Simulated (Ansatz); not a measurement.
## Isomers

Structures of Si2NH2, doublet, relaxed at PBE0-D4/def2-TZVP (vibrations not checked; lower isomers may exist, and structures with a doubtful reference or unclear bonds are left out). Program: Ansatz 0.2.0. Basis: def2-TZVPP. Cores are frozen in the correlated methods; orbitals are unrestricted. B3LYP uses VWN-RPA correlation.

Problem. Rank them by CCSD(T) energy, lowest first, and give each one's height above the lowest. Links in brackets join atoms within 1.22 times the sum of their covalent radii (1.1 for two metals). (An estimate is asked for; the value comes from the calculation.)
A.
Si₂NH₂ ([NH]1[Si][SiH]1)
```
5
angstrom
N -0.3846 -0.6113 -0.0863
Si -0.0767 -0.6978 1.5887
Si 1.0297 0.4591 -0.1248
H -1.1141 -0.9338 -0.7046
H 0.5457 1.7839 -0.6730
```
B.
Si₂NH₂ ([N]1[Si][SiH2]1)
```
5
angstrom
N 1.3973 -0.3953 -0.5898
Si 0.6800 -0.9878 0.7576
Si 0.1587 0.7284 -0.9006
H -0.7298 0.5010 -2.0668
H 0.4445 2.1714 -0.7072
```
C.
Si₂NH₂ ([NH][Si][SiH])
```
5
angstrom
N 0.1018 -1.6875 2.0762
Si 0.1671 -0.7850 0.8355
Si 0.1869 0.3596 -1.1284
H 0.0932 -2.1890 2.9374
H 0.6628 1.4211 -0.1200
```

Solution. The calculation gives: B (0.000 eV), A (0.125 eV), C (0.989 eV). Heights count from the lowest.

Problem. Do PBE-D4, r2SCAN-D4, PBE0-D4, B3LYP-D4, wB97M-V, HF, MP2 give the same order? (A judgement: the text doesn't fix the answer.)

Solution. By the calculation: Lowest first: PBE-D4 A < B < C; PBE0-D4 A < B < C. The others agree with CCSD(T).

T1 diagnostic: at most 0.028. ⟨S²⟩ of the unrestricted Hartree–Fock references: 0.78 to 0.82 (a pure state has 0.75). The unrestricted reference is spin-contaminated, which hurts MP2 most.

For scale, one of the runs: CCSD(T)/def2-TZVPP, 143 basis functions, launched by `ansatz run in.yaml --threads 2 --pin off --events-out ev --progress --plain --max-ram 4352MiB`. Time: 35 s of wall clock on 2 CPU threads of an Arm Neoverse V2; the host was shared. Peak host memory: 1.7 GiB.
